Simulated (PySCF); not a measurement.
Isomers of C4H6O, one GFN2-xTB conformer each. Single-point energies are computed at PBE0/pcSseg-1 (PySCF, gas phase, no added dispersion term), electronic only.

```
   SMILES  GFN2-xTB relative energy (kJ/mol)
 OCC1C=C1                              193.9
CC(C)=C=O                                0.0
```

Conformers: `[OH:1][CH2:2][CH:3]1[CH:4]=[CH:5]1` with H–O1–C2–C3 53°, O1–C2–C3–C4 -92°.

**Question.** What does PBE0/pcSseg-1 give for the same structures?

**Answer.** 
```tsv
SMILES	PBE0/pcSseg-1 E (Eh)	PBE0/pcSseg-1 (kJ/mol)	GFN2-xTB (kJ/mol)	point group
CC(C)=C=O	-230.93107	0.0	0.0	C2v
OCC1C=C1	-230.85433	201.5	193.9	C1
```

Both levels put the same isomer lowest. As drawn, the lower has a C=O bond and cumulated double bonds, which the higher lacks; the higher has a three-membered ring and an O–H bond, which the lower lacks.

**Question.** Which frontier levels, dipoles and rotational constants go with these structures?

**Answer.** 
| SMILES | HOMO (eV, PBE0/pcSseg-1) | LUMO (eV) | dipole (D) | A, B, C (MHz) |
| --- | --- | --- | --- | --- |
| CC(C)=C=O | -6.30 | -0.71 | 2.15 | 8504, 3878, 2755 |
| OCC1C=C1 | -7.19 | -0.22 | 2.19 | 15397, 3291, 2985 |
